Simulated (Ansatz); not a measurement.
**H3S2O+ (SMILES [OH2+]SS): one structure at several levels**

The task here is to estimate one member of a computed series from the others.

The runs use Ansatz 0.2.0, Gaussian basis; single points in def2-TZVPP.

Correlated methods freeze the cores.

### Where the work starts

SMILES `[OH2+]SS`, 6 atoms, charge 1, spin multiplicity 1.

Atoms are counted from 1 here; the program's logs count them from 0.

Bond lengths: O1–H4 0.953 Å, O1–H5 0.973 Å, S2–S3 1.946 Å, S3–H6 1.380 Å. Angles: H4–O1–H5 113.7°, S2–S3–H6 98.7°.

Geometry (Å):

```xyz
6
charge 1, multiplicity 1
O    -0.9867    0.4079   -0.5982
S     0.0004   -0.9374    0.6243
S     1.8817   -0.6582    0.2143
H    -1.4421   -0.1011   -1.2633
H    -1.5784    0.9462   -0.0449
H     2.1586    0.3141    1.1532
```

Set-up of the first run:

Input file run/in.yaml:

```yaml
crystal:
  periodic: [false, false, false]
  atoms:
    - {symbol: O, position_ang: [-0.986654, 0.407903, -0.598228]}
    - {symbol: S, position_ang: [0.000388, -0.937430, 0.624266]}
    - {symbol: S, position_ang: [1.881726, -0.658165, 0.214311]}
    - {symbol: H, position_ang: [-1.442100, -0.101129, -1.263265]}
    - {symbol: H, position_ang: [-1.578428, 0.946213, -0.044877]}
    - {symbol: H, position_ang: [2.158612, 0.314103, 1.153247]}
basis:
  gaussian: {orbitals: def2-TZVPP}
total_charge: 1
hamiltonian: {xc: pbe, dispersion: d4}
output: {forces: true}
```

Started as:

```sh
$ ansatz run in.yaml --threads 2 --pin off --events-out ev --progress --plain --max-ram 3481MiB
```

Steps of the session up to this table: PBE-D4/def2-TZVPP; r2SCAN-D4/def2-TZVPP; PBE0-D4/def2-TZVPP; wB97M-V/def2-TZVPP; CCSD(T)/def2-TZVPP.

One table of the session follows, with a row left open; its other results are not shown here.

| method | RMS force component (eV/Å) | angle to CCSD(T) forces (°) |
| --- | --- | --- |
| PBE-D4 | 0.527 | 28.0 |
| r2SCAN-D4 | ? | ? |
| PBE0-D4 | 0.530 | 17.8 |
| wB97M-V | 0.553 | 14.9 |
| CCSD(T) | 0.498 | reference |

**Question.** Estimate the row for r2SCAN-D4.

As computed: RMS force component (eV/Å): 0.487; angle to CCSD(T) forces (°): 14.2. In the column «RMS force component (eV/Å)» it is the lowest.
